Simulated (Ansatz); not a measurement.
# SiF+ (triplet): the correlation ladder, def2-QZVPP

An exercise on one series of results from a longer session: the logs are not shown, and one member is left open.

Program: Ansatz 0.2.0, Gaussian basis. Level of theory: def2-QZVPP, core rule «outside noble gas», up to 6 orbitals frozen. These are calculated values, not measurements.

Plan: UHF; ROHF; CCSD(T) on UHF.

2 further runs of the same task are left out: 1 that didn't finish, 1 set aside as unsound or not needed.

### The geometry

The geometry is a PBE0/def2-TZVP stationary point (not a proven minimum).

2 atoms, charge 1, spin multiplicity 3.

Atoms are counted from 1 here; the program's logs count them from 0.

Bond lengths: Si1–F2 1.555 Å.

Set-up of the first run:

in.yaml

```yaml
crystal:
  periodic: [false, false, false]
  atoms:
    - {symbol: Si, position_ang: [0.000000, 0.000000, 0.000000]}
    - {symbol: F, position_ang: [0.000000, 0.000000, 1.554800]}
basis:
  gaussian: {orbitals: "def2-QZVPP.json"}
total_charge: 1
magnetization: {spin_polarized: true, initial_magnetization: 2}
hamiltonian: {xc: hf}
output: {orbitals: {seedname: orbitals}}
```

Command:

```sh
ansatz run in.yaml --threads 1 --pin off --events-out ev --progress --plain --max-ram 4096MiB --backend cpu
```

Steps of the session up to this table: UHF; ROHF; CCSD(T) on UHF.

One of the session's tables, all rows but one given; the rest of the session is left out.

```
  method  from UCCSD(T) (kcal/mol)
    ROHF                   +207.88
     UHF                   +207.11
    UMP2                     +8.04
   UCCSD                         ?
UCCSD(T)                         0
```

**Question.** Estimate the row for UCCSD.

**Answer.** from UCCSD(T) (kcal/mol): +7.20. In the column «from UCCSD(T) (kcal/mol)» it lies between UCCSD(T) (0) and UMP2 (+8.04).
